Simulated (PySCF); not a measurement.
## A PySCF run on CO

State: ¹Σ⁺ (singlet), closed shell.

An equivalent input (the run itself took its basis sets from the Basis Set Exchange, started from a PBE0 density and held the occupation σ 5α 5β, πx 1α 1β, πy 1α 1β):

```python
from pyscf import gto, dft
mol = gto.M(atom='C 0 0 0; O 0 0 1.125', basis={'C': 'def2-TZVPPD', 'O': 'def2-TZVPPD'},
            charge=0, spin=0, verbose=4, symmetry='C2v')
mf = dft.UKS(mol, xc='PBE0')
mf.grids.atom_grid = (80, 434)
mf.grids.prune = dft.gen_grid.treutler_prune
mf.irrep_nelec = {'A1': (5, 5), 'B1': (1, 1), 'B2': (1, 1)}
mf.conv_tol = 1e-9
mf.max_cycle = 60
mf.diis_space = 10
mf.kernel()
```

The log (some set-up lines and the per-cycle HOMO/LUMO lines removed):

```
******** <class 'pyscf.dft.uks_symm.SymAdaptedUKS'> ********
method = SymAdaptedUKS
damping factor = 0
level_shift factor = 0
DIIS = <class 'pyscf.scf.diis.CDIIS'>
diis_start_cycle = 1
diis_space = 10
diis_damp = 0
SCF conv_tol = 1e-09
SCF conv_tol_grad = None
SCF max_cycles = 60
number electrons alpha = 7  beta = 7
Set gradient conv threshold to 3.16228e-05
init E= -113.229598680657
cycle= 1 E= -113.231283754347  delta_E= -0.00169  |g|= 0.00179  |ddm|= 0.00433
cycle= 2 E= -113.23128076203  delta_E= 2.99e-06  |g|= 0.00351  |ddm|= 0.00206
cycle= 3 E= -113.231284979892  delta_E= -4.22e-06  |g|= 0.000304  |ddm|= 0.0014
cycle= 4 E= -113.231285012117  delta_E= -3.22e-08  |g|= 6.74e-05  |ddm|= 0.000206
cycle= 5 E= -113.231285014001  delta_E= -1.88e-09  |g|= 5.39e-06  |ddm|= 4.23e-05
cycle= 6 E= -113.231285014014  delta_E= -1.35e-11  |g|= 3.9e-07  |ddm|= 4.77e-06
Extra cycle  E= -113.231285014014  delta_E= 1.42e-13  |g|= 5.12e-07  |ddm|= 6.16e-07
converged SCF energy = -113.231285014014  <S^2> = -1.4210855e-14  2S+1 = 1
```

Repeating this along the bond gives Re = 1.123 Å and ωe = 2238 cm⁻¹.

A point of this curve took 2 CPU seconds beside 0.13 for the integrals, on Arm Neoverse V2 (shared host).
